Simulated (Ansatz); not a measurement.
For trigonal Se, LDA (plane waves, PAW; Ansatz, a program for electronic structure) gives:

| Item | Result |
|---|---|
| lattice parameter a | 3.946 Å |
| c axis length | 5.120 Å |

What does r²SCAN-D4 (PAW; Ansatz) give for the same quantities?


- lattice constant a: 4.356 Å (increases by 10 %)
- lattice parameter c: 5.017 Å (drops by 2.0 %)

For comparison: lattice constant a 4.365 Å (measured, 293 K, no zero-point or thermal correction; as tabulated in Wikipedia's data pages); lattice parameter c 4.958 Å (measured, 293 K, no zero-point or thermal correction; as tabulated in Wikipedia's data pages).

Changes are worked out from the printed values.

Unless a cell is named, each level is at its own relaxed cell (LDA 23.01, r²SCAN-D4 27.48 Å³/atom).

Caveats: the cell comes from a level without a dispersion term, which matters for the spacing of layers, chains or molecules (LDA). Ansatz's density-functional and Hartree–Fock values are scalar-relativistic unless marked +SOC, with PAW data made under PBE.
